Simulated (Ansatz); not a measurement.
in.yaml

```yaml
crystal:
  periodic: [false, false, false]
  atoms:
    - {symbol: Si, position_ang: [0.000000, 0.000000, 0.000000]}
    - {symbol: As, position_ang: [0.000000, 0.000000, 3.763000]}
basis:
  gaussian: {orbitals: cc-pVDZ}
total_charge: 1
correlation: {method: sc_nevpt2, electrons: outside_noble_gas, active_space: {window: {electrons: 8, orbitals: 8}, shells: [{species: As, l: s, shell: 4}, {species: As, l: p, shell: 4}, {species: Si, l: s, shell: 3}, {species: Si, l: p, shell: 3}]}}
```

```sh
$ ansatz run in.yaml --threads 1 --pin off --events-out ev --progress --plain --max-ram 2393MiB
```

The program prints:

```
837 factors; integrals over basis functions are off by at most 2.1e-7 eV
mean field evaluation 1: about -68638.2772 eV, gradient 2.1e1 eV
mean field evaluation 2: about -68638.2846 eV, gradient 2.1e1 eV
mean field evaluation 4: about -68642.8592 eV, gradient 6.3e0 eV
mean field evaluation 8: about -68643.8946 eV, gradient 8.7e-1 eV
mean field evaluation 16: about -68643.9122 eV, gradient 9.1e-6 eV
mean field evaluation 32: about -68643.9122 eV, gradient 2.1e-6 eV
mean field evaluation 64: about -68642.1721 eV, gradient 1.1e-3 eV
mean field evaluation 96: about -68643.6798 eV, gradient 2.4e0 eV
mean field evaluation 128: about -68641.8790 eV, gradient 1.3e0 eV
mean field evaluation 160: about -68643.3892 eV, gradient 5.4e0 eV
mean field -68643.91215148 eV, -2522.6172430522 hartree, gradient 9.1e-6 eV, S^2 0.000000; 13 other end points of the search recorded, 0 dependent functions left out; unrestricted orbitals would lower it
reference -68643.91215148 eV, -2522.6172430522 hartree; 23, 23 occupied and 22, 22 virtual orbitals, 837 factors
state -68647.00354321 eV, -2522.7308496027 hartree
state -68647.00354321 eV, -2522.7308496027 hartree; corrected -68649.19075575 eV, -2522.8112281809 hartree
Total energy: -68649.19075575 eV, -2522.8112281809 hartree
Checks for a lower state left out: starts, orbital_swaps
```

Natural occupations: 1.9719 1.9517 1.8405 1.2876 0.7133 0.1491 0.0432 0.0427.

Ran on 1 thread of Arm Neoverse V2, shared host: 4.9 s wall, 0.19 GiB peak host memory.
